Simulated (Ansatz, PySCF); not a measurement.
Molecule: C$_{2}$H$_{6}$N, charge 0, multiplicity 2. It need not be the lowest isomer of its formula. 
Geometry from a B3LYP-D3(BJ)/def2-TZVP (Ansatz, a quantum-chemistry and plane-wave program) optimisation:
```xyz
9

C     -0.1173    -0.1522     1.2661
N      0.0966     0.4837     0.0577
C      0.0134    -0.2820    -1.1694
H      0.0488     0.4281     2.1618
H     -0.8649    -0.9333     1.2779
H      0.8364     1.1693     0.0663
H      0.7893    -1.0556    -1.2447
H      0.0972     0.3862    -2.0263
H     -0.9593    -0.7753    -1.2192
```
Charge 0, spin multiplicity 2.

Dipole moments at this geometry, in debye (magnitudes).

```
level                 program  dipole (D)
--------------------  -------  ----------
M06-L/def2-TZVPD        PySCF        1.30
B97M-V/def2-TZVPD      Ansatz        1.26
HSE06/def2-TZVPD       Ansatz        1.25
CAM-B3LYP/def2-TZVPD   Ansatz        1.25
wB97M-V/def2-TZVPD     Ansatz           …
CCSD(T)/aug-cc-pVDZ    Ansatz           …
```

**Question.** Fill in the missing entries.

**Answer.** 
- wB97M-V/def2-TZVPD, dipole (D): 1.28
- CCSD(T)/aug-cc-pVDZ, dipole (D): 1.27
